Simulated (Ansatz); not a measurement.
in.yaml

```yaml
crystal:
  periodic: [false, false, false]
  atoms:
    - {symbol: B, position_ang: [0.000000, 0.000000, 0.483273]}
    - {symbol: H, position_ang: [0.000000, 0.000000, -2.145727]}
    - {symbol: H, position_ang: [0.000000, 0.000000, 1.662454]}
basis:
  gaussian: {orbitals: def2-mTZVP}
total_charge: 1
magnetization: {spin_polarized: false}
correlation: {method: ccsd_t, electrons: all}
```

```sh
$ ansatz run in.yaml --threads 1 --pin off --events-out ev --progress --plain --max-ram 2393MiB
```

Output:

```
247 factors; integrals over basis functions are off by at most 1.1e-3 eV
mean field evaluation 1: about -686.6287 eV, gradient 9.5e0 eV
mean field evaluation 2: about -686.6267 eV, gradient 9.5e0 eV
mean field evaluation 4: about -687.4589 eV, gradient 1.1e0 eV
mean field evaluation 8: about -687.4707 eV, gradient 2.8e-4 eV
mean field evaluation 16: about -687.4707 eV, gradient 2.7e-6 eV
mean field -687.47065001 eV, -25.2640804034 hartree, gradient 2.7e-6 eV, S^2 0.000000; 0 other end points of the search recorded, 0 dependent functions left out; unrestricted orbitals would lower it
unrestricted determinant -689.13089590 eV, -25.3250933146 hartree, S^2 0.8912
reference -687.47065001 eV, -25.2640804034 hartree; 3, 3 occupied and 22, 22 virtual orbitals, 247 factors
second order -2.34889428 eV of doubles, -0.00000000 eV of singles
cycle   1  -2.75947900 eV  change   -5.5e-1 eV  update   1.1e-1
cycle   2  -3.38245400 eV  change   -6.2e-1 eV  update   7.6e-2
cycle   3  -3.46681327 eV  change   -8.4e-2 eV  update   3.1e-2
cycle   4  -3.47634062 eV  change   -9.5e-3 eV  update   1.2e-2
cycle   5  -3.49481783 eV  change   -1.8e-2 eV  update   4.1e-3
cycle   6  -3.49005973 eV  change    4.8e-3 eV  update   9.4e-4
cycle   7  -3.49034498 eV  change   -2.9e-4 eV  update   2.3e-4
cycle   8  -3.49062136 eV  change   -2.8e-4 eV  update   7.1e-5
cycle   9  -3.49041697 eV  change    2.0e-4 eV  update   3.4e-5
cycle  10  -3.49045977 eV  change   -4.3e-5 eV  update   1.7e-5
cycle  11  -3.49045644 eV  change    3.3e-6 eV  update   4.7e-6
perturbative correction -0.10845038 eV, -0.0039854780 hartree
WARN: these amplitudes may be one of several solutions (largest doubles amplitude 0.45, level shift 1.22 eV)
Total energy: -691.06955683 eV, -25.3963377898 hartree
```

Ran on 1 thread of Arm Neoverse V2, shared host: 0.21 s wall, 0.19 GiB peak host memory.
